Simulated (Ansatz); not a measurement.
Run this with Ansatz's Python interface and show what comes out.

Script `c5h8s_energy.py`:
```python
'''Electronic structure of the C5H8S molecule.'''

from pathlib import Path
import argparse

import ansatz as az

parser = argparse.ArgumentParser(description='Electronic structure of the C5H8S molecule.')
parser.add_argument('--basis-set', required=True, help='basis')
args = parser.parse_args()

GEOMETRY = '''
C     2.15900   -1.01800   -0.78230
C     1.11960   -0.60680   -0.32970
C    -0.14940   -0.10420    0.22300
C    -1.31670   -0.64090   -0.61320
C    -0.14700    1.42970    0.20930
S    -0.32350   -0.70290    1.93980
H     3.07110   -1.37890   -1.17940
H    -1.23380   -0.30030   -1.66840
H    -2.28450   -0.28080   -0.20250
H    -1.32510   -1.75260   -0.60170
H    -1.09050    1.82150    0.64650
H     0.70430    1.82600    0.80400
H    -0.05540    1.81230   -0.83070
H     0.87160   -0.10410    2.38530
'''

geometry = az.Crystal.molecule()
for line in GEOMETRY.strip().splitlines():
    symbol, *xyz = line.split()
    geometry = geometry.atom(symbol, [float(v) for v in xyz])

calc = (
    geometry.calculation()
    .basis(gaussian=args.basis_set)  # atom-centred Gaussian functions
    .functional(az.LibraryFunctional('wB97M-V'))  # exchange and correlation
    .scf(lower_state_search='off')  # control of the self-consistency loop
    .orbitals()
)
out = calc.run(threads=1, runs_dir='c5h8s_runs')
summary = out.report

for key in ('converged', 'free_energy_ev', 'reference_energy_ev', 'n_frozen', 'n_occupied', 'n_virtual'):
    print(f'{key:22s} {summary[key]}')

lines = Path(summary['orbitals_path']).read_text().splitlines()
field_of = lambda key: [line.split('=')[1].strip() for line in lines if line.startswith(key)]
orbitals = [(27.211386 * float(e), s, float(n)) for e, s, n in zip(field_of('Ene='), field_of('Spin='), field_of('Occup='))]
homo = max(e for e, _, n in orbitals if n > 0.5)
lumo = min(e for e, _, n in orbitals if n < 0.5)
for e, spin, n in sorted(orbitals):
    if homo - 6 < e < lumo + 5:
        print(f'{spin:6s} {e:10.3f} eV  occupation {n:.0f}')
```

```console
$ python c5h8s_energy.py --basis-set cc-pVDZ
converged              True
free_energy_ev         -16145.84365052271
reference_energy_ev    -16145.84365052271
n_frozen               0
n_occupied             [27, 27]
n_virtual              [101, 101]
Alpha     -14.735 eV  occupation 2
Alpha     -13.538 eV  occupation 2
Alpha     -13.083 eV  occupation 2
Alpha     -12.630 eV  occupation 2
Alpha     -12.364 eV  occupation 2
Alpha     -11.824 eV  occupation 2
Alpha     -10.098 eV  occupation 2
Alpha      -9.999 eV  occupation 2
Alpha      -8.950 eV  occupation 2
Alpha       2.294 eV  occupation 0
Alpha       3.081 eV  occupation 0
Alpha       3.598 eV  occupation 0
Alpha       4.072 eV  occupation 0
Alpha       4.392 eV  occupation 0
Alpha       4.541 eV  occupation 0
Alpha       5.142 eV  occupation 0
Alpha       5.239 eV  occupation 0
Alpha       5.623 eV  occupation 0
Alpha       6.270 eV  occupation 0
Alpha       6.546 eV  occupation 0
```

Reading the output:
- The settings weren't tested for convergence.
- The geometry is a force-field or estimated start, not a minimum of this method, and the basis set is short of its limit.
- Alpha marks a spatial orbital of a restricted run, filled by both spins.
- Levels such as HOMO and LUMO are orbital energies: with these approximate functionals they aren't the ionisation energy and electron affinity, and their gap isn't the fundamental gap.
- Timing: 18 s on 1 thread of Arm Neoverse V2, on a shared host, peak memory 0.46 GiB.

(A comment or docstring line of the script was reworded after the run, the code is as it ran; lines on the test bed's own set-up are left out of the output.)
